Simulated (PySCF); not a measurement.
# C3H6ClF: runs on many settings

Which settings matter for C3H6ClF (`FCCCCl`), and how do bad ones show?

The runs use PySCF 2.14.0, with density-fitted response routines of our own; the level of theory stands in each step. All values are computed, except where a source is named. Atoms are numbered from 0 throughout.

## 1. The molecule as given

11 atoms, charge 0, multiplicity 1; geometry from: GFN2-xTB.

Bonds of the start (Å): F0–C1 1.37, C1–C2 1.52, C2–C3 1.52, C3–Cl4 1.79, C1–H5 1.09, C1–H6 1.09, C2–H7 1.09, C2–H8 1.09, C3–H9 1.09, C3–H10 1.09.

## 2. NMR shieldings: PBE0/pcSseg-1

The job: settings as JSON, then the geometry in Å.

```
{"job": {"kind": "nmr", "xc": "PBE0", "basis": "pcSseg-1"}, "charge": 0, "multiplicity": 1}
F      1.489661    -0.576226     1.258313
C      1.260458    -0.212493    -0.047554
C      0.012852     0.656455    -0.134636
C     -1.249823    -0.128800     0.185933
Cl    -1.594766    -1.325366    -1.096150
H      1.142944    -1.137580    -0.619757
H      2.149734     0.330496    -0.381415
H     -0.051715     1.080536    -1.137094
H      0.101862     1.473087     0.585388
H     -1.137391    -0.683683     1.117315
H     -2.118393     0.526244     0.243693
```

With the program's defaults for keys left out, this is: GIAO PBE0/pcSseg-1 NMR shielding, non-relativistic, gas phase.

Command:

```console
> OMP_NUM_THREADS=1 python probes_run.py task.json out
```

The driver reads the jobs from task.json and runs them one after another.

Standard output:

```text
coarse grid: 9688 points
cycle   1  E = -677.4637436176  dE =  3.799e-01  |g| = 4.622e-01  |ddm| = 2.722e+00
cycle   2  E = -677.4459033566  dE =  1.784e-02  |g| = 6.109e-01  |ddm| = 7.556e-01
cycle   3  E = -677.5023381387  dE = -5.643e-02  |g| = 5.346e-02  |ddm| = 4.119e-01
cycle   4  E = -677.5028285354  dE = -4.904e-04  |g| = 2.222e-02  |ddm| = 5.739e-02
cycle   5  E = -677.5029296682  dE = -1.011e-04  |g| = 4.025e-03  |ddm| = 1.879e-02
cycle   6  E = -677.5029330445  dE = -3.376e-06  |g| = 1.253e-03  |ddm| = 4.062e-03
final grid: 89208 points
cycle   7  E = -677.5389477919  dE = -3.271e-05  |g| = 7.367e-03  |ddm| = 1.841e-02
cycle   8  E = -677.5389403590  dE =  7.433e-06  |g| = 9.567e-03  |ddm| = 1.140e-02
cycle   9  E = -677.5389595771  dE = -1.922e-05  |g| = 9.424e-04  |ddm| = 6.578e-03
cycle  10  E = -677.5389597027  dE = -1.255e-07  |g| = 2.243e-04  |ddm| = 8.672e-04
cycle  11  E = -677.5389597110  dE = -8.284e-09  |g| = 4.315e-05  |ddm| = 1.685e-04
cycle  12  E = -677.5389597113  dE = -3.536e-10  |g| = 1.363e-05  |ddm| = 5.592e-05
converged SCF energy = -677.5389597113

GIAO shielding tensors (ppm)
atom      isotropic    diamagn.    paramagn.     s11        s22        s33       span
  0 F      427.444     473.006     -45.562    376.876    435.483    469.974     93.098
  1 C      105.419     241.434    -136.015     69.074     83.869    163.315     94.241
  2 C      148.137     248.032     -99.895    140.552    147.205    156.654     16.102
  3 C      139.965     246.435    -106.470    107.977    136.483    175.435     67.458
  4 Cl     879.189    1146.307    -267.118    685.705    859.971   1091.892    406.187
  5 H       26.531      28.288      -1.756     22.336     27.838     29.420      7.084
  6 H       26.945      27.963      -1.018     22.201     27.116     31.517      9.316
  7 H       30.180      29.961       0.219     25.693     29.265     35.581      9.888
  8 H       29.551      29.856      -0.305     25.262     27.470     35.921     10.659
  9 H       27.769      29.002      -1.234     22.692     27.043     33.573     10.881
 10 H       27.968      28.630      -0.663     21.481     27.447     34.976     13.495
```

Wall time 7.1 s (1 thread of Arm Neoverse V2, shared host); peak memory 0.56 GiB.

The references, computed at this level on geometries of the same kind, shield at (ppm): ¹H TMS 31.72, ¹³C TMS 186.9, ¹⁹F CFCl3 170.9, ³⁵Cl HCl 950. Their shielding less the atom's gives the shift. The references are single molecules in the gas phase, so shifts against H2O, NH3, PH3, H3PO4 or CFCl3 are not on the usual liquid scales and can be off by tens of ppm. Atoms listed in one row are averaged.

```tsv
atoms	environment	σ (ppm)	δ (ppm)	δ scaled to CDCl3
C1	sp3 CH2 bonded to F	105.4	81.5	77.6
C3	sp3 CH2 bonded to Cl	140.0	47.0	43.9
C2	sp3 CH2	148.1	38.8	35.9
H5, H6	hydrogen on an sp3 CH2 bonded to F	26.74	4.98	4.80
H9, H10	hydrogen on an sp3 CH2 bonded to Cl	27.87	3.85	3.73
H7, H8	hydrogen on an sp3 CH2	29.87	1.85	1.85
F0	fluorine on an sp3 carbon	427.4	-256.5	–
Cl4	chlorine bonded to C	879	71	–
```

The scaled column applies a straight-line fit of computed shieldings to shifts measured in CDCl3, with any fitted terms for Cl, Br or S neighbours, and one for carbons that bear F (root-mean-square error 0.16 ppm for H, 1.9 ppm for C).

Charges from the same density, by scheme (e):

```tsv
atoms	Mulliken	IAO	Hirshfeld	ESP fit
F0	-0.35	-0.33	-0.12	-0.24
C1	0.16	0.04	0.02	0.09
C2	-0.28	-0.28	-0.08	-0.02
C3	-0.21	-0.24	-0.03	-0.29
Cl4	-0.17	-0.12	-0.07	-0.15
```

Mayer bond orders: F0–C1 0.88, C1–C2 1.04, C2–C3 1.02, C3–Cl4 0.97.

## 3. Ultraviolet spectrum: PBE0/def2-SVPD

Same as in step 2 but for these lines:

```diff
@@ -1,2 +1,2 @@
-{"job": {"kind": "nmr", "xc": "PBE0", "basis": "pcSseg-1"}, "charge": 0, "multiplicity": 1}
+{"job": {"kind": "uv", "xc": "PBE0", "basis": "def2-SVPD", "nstates": 6, "ntriplets": 2}, "charge": 0, "multiplicity": 1}
 F      1.489661    -0.576226     1.258313
```

With the program's defaults for keys left out, this is: TDDFT PBE0/def2-SVPD, vertical, gas phase, core orbitals frozen in the response.

Standard output:

```text
coarse grid: 9688 points
cycle   1  E = -677.1871482575  dE =  3.358e-01  |g| = 4.163e-01  |ddm| = 3.882e+00
cycle   2  E = -677.1677501470  dE =  1.940e-02  |g| = 5.646e-01  |ddm| = 1.018e+00
cycle   3  E = -677.2211775767  dE = -5.343e-02  |g| = 5.544e-02  |ddm| = 4.830e-01
cycle   4  E = -677.2217133001  dE = -5.357e-04  |g| = 2.025e-02  |ddm| = 8.021e-02
cycle   5  E = -677.2218059395  dE = -9.264e-05  |g| = 4.265e-03  |ddm| = 2.917e-02
cycle   6  E = -677.2218099636  dE = -4.024e-06  |g| = 1.010e-03  |ddm| = 7.714e-03
final grid: 89208 points
cycle   7  E = -677.2979422981  dE = -2.663e-05  |g| = 6.927e-03  |ddm| = 6.633e-02
cycle   8  E = -677.2979348587  dE =  7.439e-06  |g| = 9.371e-03  |ddm| = 1.656e-02
cycle   9  E = -677.2979530124  dE = -1.815e-05  |g| = 8.246e-04  |ddm| = 8.928e-03
cycle  10  E = -677.2979531459  dE = -1.335e-07  |g| = 1.614e-04  |ddm| = 1.097e-03
cycle  11  E = -677.2979531506  dE = -4.682e-09  |g| = 4.439e-05  |ddm| = 2.410e-04
cycle  12  E = -677.2979531510  dE = -4.477e-10  |g| = 1.432e-05  |ddm| = 8.970e-05
converged SCF energy = -677.2979531510

Static polarisability (au): isotropic 52.593, principal 47.266 50.701 59.811

Singlet excitations
state   eV       nm        f      main configurations
  1   7.4090    167.3   0.00282   H->L 0.90
  2   7.5122    165.0   0.00372   H-1->L 0.91
  3   8.0907    153.2   0.01463   H->L+1 0.86
  4   8.1978    151.2   0.03173   H-1->L+1 0.88
  5   8.7904    141.0   0.00541   H->L+2 0.89
  6   8.8750    139.7   0.00094   H-1->L+2 0.60, H->L+3 0.30

Triplet excitations (Tamm-Dancoff, eV): 6.7054 6.7913
```

Run time: 12 s. Hardware: 1 thread of Arm Neoverse V2, shared host; peak memory 0.69 GiB.

Frontier orbitals and where they lie:

```tsv
orbital	eV	atoms
HOMO−3	-9.87	F0 38 %, C1 20 %, C2 18 %
HOMO−2	-9.79	F0 37 %, C1 23 %, H5 13 %
HOMO−1	-8.64	Cl4 74 %, C3 11 %, C2 8 %
HOMO	-8.56	Cl4 73 %, C3 12 %
LUMO	0.51	Cl4 50 %, C3 23 %, H10 8 %
LUMO+1	0.72	Cl4 20 %, C1 15 %, C2 14 %
LUMO+2	1.34	Cl4 26 %, H6 13 %, H7 11 %
```

With each of the 6 states as a Gaussian band of 0.4 eV half-width at 1/e, the curve within the window shown has maxima at 152 nm (ε 1,900) L/(mol cm). Beyond the last state computed it falls off for lack of states. The curve at chosen wavelengths:

```json
{"nm": "135", "ε (L/mol/cm)": "112"}
{"nm": "137", "ε (L/mol/cm)": "197"}
{"nm": "139", "ε (L/mol/cm)": "300"}
{"nm": "141", "ε (L/mol/cm)": "433"}
{"nm": "142", "ε (L/mol/cm)": "523"}
{"nm": "144", "ε (L/mol/cm)": "778"}
{"nm": "146", "ε (L/mol/cm)": "1131"}
{"nm": "148", "ε (L/mol/cm)": "1514"}
{"nm": "150", "ε (L/mol/cm)": "1799"}
{"nm": "152", "ε (L/mol/cm)": "1880"}
{"nm": "153", "ε (L/mol/cm)": "1833"}
{"nm": "155", "ε (L/mol/cm)": "1597"}
{"nm": "157", "ε (L/mol/cm)": "1263"}
{"nm": "159", "ε (L/mol/cm)": "934"}
{"nm": "161", "ε (L/mol/cm)": "677"}
{"nm": "163", "ε (L/mol/cm)": "504"}
{"nm": "164", "ε (L/mol/cm)": "443"}
{"nm": "166", "ε (L/mol/cm)": "355"}
{"nm": "168", "ε (L/mol/cm)": "289"}
{"nm": "170", "ε (L/mol/cm)": "232"}
{"nm": "172", "ε (L/mol/cm)": "177"}
{"nm": "174", "ε (L/mol/cm)": "128"}
{"nm": "175", "ε (L/mol/cm)": "106"}
{"nm": "177", "ε (L/mol/cm)": "70"}
{"nm": "179", "ε (L/mol/cm)": "43"}
{"nm": "181", "ε (L/mol/cm)": "25"}
```

Ground-state properties from the same run:

```tsv
property	computed
dipole moment (D)	2.00
polarisability (Å³)	7.79
HOMO–LUMO gap (eV)	9.07
−ε(HOMO) (eV)	8.56
```

## 4. Shielding tensors: wB97X-D/def2-SVP in chloroform

Same as in step 3 but for these lines:

```diff
@@ -1,2 +1,2 @@
-{"job": {"kind": "uv", "xc": "PBE0", "basis": "def2-SVPD", "nstates": 6, "ntriplets": 2}, "charge": 0, "multiplicity": 1}
+{"job": {"kind": "nmr", "xc": "wB97X-D", "basis": "def2-SVP", "solvent": "chloroform", "pop": false}, "charge": 0, "multiplicity": 1}
 F      1.489661    -0.576226     1.258313
```

Method: GIAO wB97X-D/def2-SVP NMR shielding, non-relativistic, IEF-PCM chloroform.

Standard output:

```text
coarse grid: 9688 points
cycle   1  E = -677.4569467460  dE =  4.628e-01  |g| = 5.349e-01  |ddm| = 3.109e+00
cycle   2  E = -677.4644194256  dE = -7.473e-03  |g| = 5.513e-01  |ddm| = 8.490e-01
cycle   3  E = -677.5147522194  dE = -5.033e-02  |g| = 3.901e-02  |ddm| = 4.002e-01
cycle   4  E = -677.5150402885  dE = -2.881e-04  |g| = 1.569e-02  |ddm| = 5.154e-02
cycle   5  E = -677.5150984551  dE = -5.817e-05  |g| = 4.256e-03  |ddm| = 2.006e-02
cycle   6  E = -677.5151032042  dE = -4.749e-06  |g| = 7.988e-04  |ddm| = 5.699e-03
final grid: 89208 points
cycle   7  E = -677.5997471949  dE = -6.629e-05  |g| = 7.171e-03  |ddm| = 3.150e-02
cycle   8  E = -677.5997480254  dE = -8.305e-07  |g| = 7.420e-03  |ddm| = 1.096e-02
cycle   9  E = -677.5997568167  dE = -8.791e-06  |g| = 3.816e-04  |ddm| = 5.024e-03
cycle  10  E = -677.5997568673  dE = -5.061e-08  |g| = 2.146e-04  |ddm| = 1.064e-03
cycle  11  E = -677.5997568787  dE = -1.144e-08  |g| = 4.091e-05  |ddm| = 3.354e-04
cycle  12  E = -677.5997568793  dE = -5.505e-10  |g| = 1.468e-05  |ddm| = 8.150e-05
converged SCF energy = -677.5997568793

GIAO shielding tensors (ppm)
atom      isotropic    diamagn.    paramagn.     s11        s22        s33       span
  0 F      445.493     471.514     -26.020    400.692    453.397    482.391     81.699
  1 C      118.938     241.864    -122.927     82.838     99.429    174.547     91.709
  2 C      162.009     247.110     -85.100    155.760    161.517    168.751     12.991
  3 C      152.532     245.380     -92.848    119.967    149.552    188.079     68.112
  4 Cl     934.480    1146.222    -211.742    773.275    915.288   1114.878    341.603
  5 H       27.017      29.700      -2.683     22.860     28.458     29.732      6.871
  6 H       27.312      28.243      -0.931     22.771     27.465     31.701      8.930
  7 H       30.380      30.317       0.063     25.889     29.403     35.849      9.959
  8 H       29.876      30.154      -0.278     25.543     27.821     36.263     10.720
  9 H       28.157      30.012      -1.855     23.061     27.425     33.985     10.924
 10 H       28.243      28.876      -0.633     21.821     27.620     35.286     13.465
```

Wall time 6.5 s (1 thread of Arm Neoverse V2, shared host); peak memory 0.56 GiB.

In short: σ C1 118.9, C3 152.5, C2 162.0, F0 445.5, H5 27.16, H9 28.20 ppm (means over like atoms).

## 5. NMR shieldings: PBE0/3-21G

Same as in step 4 but for these lines:

```diff
@@ -1,2 +1,2 @@
-{"job": {"kind": "nmr", "xc": "wB97X-D", "basis": "def2-SVP", "solvent": "chloroform", "pop": false}, "charge": 0, "multiplicity": 1}
+{"job": {"kind": "nmr", "xc": "PBE0", "basis": "3-21G", "pop": false, "scf": {"level_shift": 0.2}}, "charge": 0, "multiplicity": 1}
 F      1.489661    -0.576226     1.258313
```

Method: GIAO PBE0/3-21G NMR shielding, non-relativistic, gas phase.

Standard output:

```text
final grid: 89208 points
cycle   1  E = -674.1014708713  dE =  6.782e-02  |g| = 5.657e-01  |ddm| = 2.921e+00
cycle   2  E = -674.1305600854  dE = -2.909e-02  |g| = 5.465e-01  |ddm| = 1.134e+00
cycle   3  E = -674.1747929222  dE = -4.423e-02  |g| = 1.006e-01  |ddm| = 2.890e-01
cycle   4  E = -674.1772004819  dE = -2.408e-03  |g| = 2.242e-02  |ddm| = 1.253e-01
cycle   5  E = -674.1772948126  dE = -9.433e-05  |g| = 2.818e-03  |ddm| = 2.944e-02
cycle   6  E = -674.1772967989  dE = -1.986e-06  |g| = 1.122e-03  |ddm| = 6.057e-03
cycle   7  E = -674.1772971033  dE = -3.044e-07  |g| = 2.027e-04  |ddm| = 1.696e-03
cycle   8  E = -674.1772971202  dE = -1.689e-08  |g| = 5.408e-05  |ddm| = 5.924e-04
cycle   9  E = -674.1772971220  dE = -1.727e-09  |g| = 1.908e-05  |ddm| = 1.981e-04
cycle  10  E = -674.1772971222  dE = -2.030e-10  |g| = 4.544e-06  |ddm| = 7.183e-05
level shift removed, Fock matrix diagonalised once more
converged SCF energy = -674.1772971222

GIAO shielding tensors (ppm)
atom      isotropic    diamagn.    paramagn.     s11        s22        s33       span
  0 F      446.325     466.032     -19.706    392.503    452.958    493.515    101.012
  1 C      138.485     239.902    -101.417    106.836    122.768    185.852     79.016
  2 C      176.241     243.005     -66.763    170.730    174.340    183.653     12.923
  3 C      169.308     246.563     -77.255    138.774    168.745    200.404     61.630
  4 Cl     930.014    1139.567    -209.553    769.355    920.110   1100.578    331.222
  5 H       28.033      26.917       1.117     23.930     29.362     30.809      6.879
  6 H       28.517      28.123       0.394     23.479     28.478     33.594     10.115
  7 H       31.736      29.689       2.047     27.159     30.618     37.431     10.272
  8 H       31.021      29.841       1.180     26.355     28.749     37.959     11.604
  9 H       29.284      28.841       0.443     23.797     28.660     35.395     11.598
 10 H       29.695      30.474      -0.779     22.893     29.188     37.004     14.111
```

It took 2.9 s on 1 thread of Arm Neoverse V2, shared host; peak memory 0.4 GiB.

This run: δ C1 71.0, C3 40.2, C2 33.3, F0 -251.3, H5 4.99, H9 3.78 ppm (means over like atoms).

## 6. Excited states and response: HF/def2-SVPD

Same as in step 5 but for these lines:

```diff
@@ -1,2 +1,2 @@
-{"job": {"kind": "nmr", "xc": "PBE0", "basis": "3-21G", "pop": false, "scf": {"level_shift": 0.2}}, "charge": 0, "multiplicity": 1}
+{"job": {"kind": "uv", "xc": "HF", "basis": "def2-SVPD", "nstates": 6, "ntriplets": 2, "tda": false, "scf": {"max_cycle": 1}}, "charge": 0, "multiplicity": 1}
 F      1.489661    -0.576226     1.258313
```

Level: TDDFT HF/def2-SVPD, vertical, gas phase, core orbitals frozen in the response.

Standard output:

```text
final grid: 89208 points
cycle   1  E = -675.6406205702  dE =  6.734e-01  |g| = 6.053e-01  |ddm| = 3.635e+00
SCF not converged, last energy = -675.6406205702
```

It took 0.66 s on 1 thread of Arm Neoverse V2, shared host; peak memory 0.4 GiB.

Why it failed: The cap of 1 cycle ended the SCF at a gradient of 6.1e-01. The remedy is to raise the cap. Numbers printed on the way are no properties of the molecule.

## 7. Side by side: NMR shifts

Isotropic shieldings (ppm) of some atoms, chosen among heavy atoms and hydrogens apart, means over like atoms, with basis size and wall time:

```tsv
run	C1	C3	C2	H5	H9	F0	Cl4	functions	time
PBE0/pcSseg-1	105.4	140.0	148.1	26.74	27.87	427.4	879	122	7.1 s
wB97X-D/def2-SVP in chloroform	118.9	152.5	162.0	27.16	28.20	445.5	934	104	6.5 s
PBE0/3-21G	138.5	169.3	176.2	28.28	29.49	446.3	930	61	2.9 s
```

## 8. Outcome

| quantity | value |
| --- | --- |
| ¹³C shifts against TMS (PBE0/pcSseg-1) | 81.5, 47.0, 38.8 ppm |
| ¹H shifts against TMS (PBE0/pcSseg-1, means over atoms taken as alike) | 4.98, 3.85, 1.85 ppm |
| ¹⁹F shifts against CFCl3 (PBE0/pcSseg-1) | -256.5 ppm |
| ³⁵Cl shifts against HCl (PBE0/pcSseg-1) | 71 ppm |
| lowest singlet (PBE0/def2-SVPD) | 7.41 eV (167 nm), f = 0.003 |
| brightest single state of those computed | state 4, 8.20 eV, f = 0.032 |
| lowest triplet | 6.71 eV |
| range of the shielding of Cl4 | 879 to 934 ppm |
| property runs in this session | 5, of which 1 failed and 0 gave unsound results |

In words: Single values in the summary come from the first run of each kind that ended normally (PBE0/pcSseg-1; PBE0/def2-SVPD), which need not be the best level. The most deshielded hydrogen is H5, H6 (mean) (hydrogen on an sp3 CH2 bonded to F), at 4.98 ppm: its carbon carries F, hence the downfield position. At PBE0/pcSseg-1: The largest span, 406 ppm, is at Cl4, where the paramagnetic term is -267 ppm. The first singlet state (HOMO→LUMO 0.90) lies at 7.41 eV and is weak; of the 6 states computed, the strongest absorption comes from state 4 at 8.20 eV. The lowest triplet lies 0.70 eV below the lowest singlet (triplets in Tamm-Dancoff, singlets in full TDDFT). In ppm, Cl4 moves most: its shielding spreads over 55 ppm, from 879 (PBE0/pcSseg-1) to 934 (wB97X-D/def2-SVP in chloroform).
